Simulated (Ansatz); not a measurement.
`CC1=CC=N1` + H₂O → `OC1=CC=N1` + CH₄ at 400 K and 1 bar (formal hydrolysis of a C–C bond).

Isolated molecules relaxed with PBE0-D4/def2-TZVP in Ansatz; ΔE leaves out vibrations. CBS: MP2 limit from def2 TZ/QZ plus the TZ coupled-cluster correction, frozen cores. This one scheme is used for every species. One conformer a species, not always the lowest.

| species | CCSD(T)/CBS energy (Eh) | H − E (kJ/mol) | S (J/(mol·K)) |
| --- | --- | --- | --- |
| `CC1=CC=N1` | -209.78783 | 230.4 | 321.6 |
| H₂O | -76.37941 | 69.8 | 198.6 |
| `OC1=CC=N1` | -245.69927 | 168.6 | 310.0 |
| CH₄ | -40.46206 | 131.3 | 197.2 |

H − E and S are ideal-gas, rigid-rotor, harmonic terms from PBE0-D4/def2-TZVP, for one conformer and one mirror image of each species. 1 Eh = 2625.50 kJ/mol, R = 8.31446 J/(mol·K).

Question: By hand: ΔE, ΔH, ΔS and ΔG.

Answer: ΔE = (-245.69927) + (-40.46206) − (-209.78783) − (-76.37941) = 0.00591 Eh = 15.5 kJ/mol. Δ(H − E) = 168.6 + 131.3 − 230.4 − 69.8 = -0.3, so ΔH = 15.2 kJ/mol. ΔS = 310.0 + 197.2 − 321.6 − 198.6 = -13.0 J/(mol·K). ΔG = 15.2 − 400 × (-13.0)/1000 = 20.4 kJ/mol.

Question: By hand: the equilibrium constant, and the temperature at which ΔG would vanish if ΔH and ΔS stayed fixed.

Answer: log₁₀ K = −ΔG/(RT ln 10) = -2.7. ΔH and −TΔS have one sign here, so there is no such temperature.

TΔS isn't small against ΔH here. A doubt of 5 kJ/mol in ΔE shifts log₁₀ K by 0.7 here. Other conformers and mirror images would add mixing entropy, several J/(mol·K) or more a flexible species. These are equilibria of isolated gas molecules and say nothing of rates. Largest T1 diagnostic: 0.025 (customary marks: 0.02 for closed shells, 0.045 for open ones).
